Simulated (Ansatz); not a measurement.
System: grey tin (α-Sn). Method: LDA (PAW; Ansatz, an electronic-structure program).

Settings: plane-wave cutoff 520 eV, 20×20×20 k mesh, Fermi–Dirac smearing 0.05 eV, perturbation theory, scalar-relativistic PAW data made under PBE.

Cell (relaxed at this level):

```
Sn
1.0
    0.00000     3.23611     3.23611
    3.23611     0.00000     3.23611
    3.23611     3.23611     0.00000
Sn
2
Direct
  0.50000   0.50000   0.50000
  0.75000   0.75000   0.75000
```

Estimate the TO(Γ) frequency that the calculation returns.


- TO(Γ) frequency: 188 cm⁻¹

Measured, for comparison: zone-centre TO phonon frequency 200 cm⁻¹ (low temperature, zero-point motion not removed; as tabulated in Tanner et al. (2021), arXiv:2110.11888). Computed (rounded) less measured: zone-centre TO phonon frequency -6 %.

Note: the solid has no gap at this level, which affects its response.

Spin–orbit coupling is not included.

The result took roughly 17 core-minutes.
